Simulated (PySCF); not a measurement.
Coordinates in bohr (charge 0 multiplicity 1):
```
S     0.0000    0.0000   -0.7425
F     0.0000    3.1257   -0.5284
F     0.0000   -3.1257   -0.5284
F     2.3090    0.0000    1.1527
F    -2.3090    0.0000    1.1527
```

Computed with PBE0 in PySCF with S def2-SVP, F def2-SVP; no relativity; density-fitted integrals.

This geometry of SF₄ is a stationary point at this level.

(1) What is the point group?

(2) Is it a minimum?

(3) List the harmonic modes with their infrared intensities.

(4) What are the dipole moment and the gap between the highest occupied and lowest empty levels?

## Answers

(1) C2v.

(2) Yes: all harmonic wavenumbers are real.

(3) 
```json
{"symmetry": "a1", "ω (cm⁻¹)": "216", "IR (km/mol)": "0.4", "type": "bend"}
{"symmetry": "b1", "ω (cm⁻¹)": "344", "IR (km/mol)": "12.3", "type": "bend"}
{"symmetry": "a2", "ω (cm⁻¹)": "449", "IR (km/mol)": "0.0", "type": "bend"}
{"symmetry": "a1", "ω (cm⁻¹)": "518", "IR (km/mol)": "26.4", "type": "bend"}
{"symmetry": "b2", "ω (cm⁻¹)": "518", "IR (km/mol)": "4.2", "type": "bend"}
{"symmetry": "a1", "ω (cm⁻¹)": "602", "IR (km/mol)": "3.6", "type": "stretch"}
{"symmetry": "b2", "ω (cm⁻¹)": "835", "IR (km/mol)": "584", "type": "stretch"}
{"symmetry": "b1", "ω (cm⁻¹)": "887", "IR (km/mol)": "168", "type": "stretch"}
{"symmetry": "a1", "ω (cm⁻¹)": "907", "IR (km/mol)": "123", "type": "mixed"}
```

(4) 0.97 D and 7.76 eV.
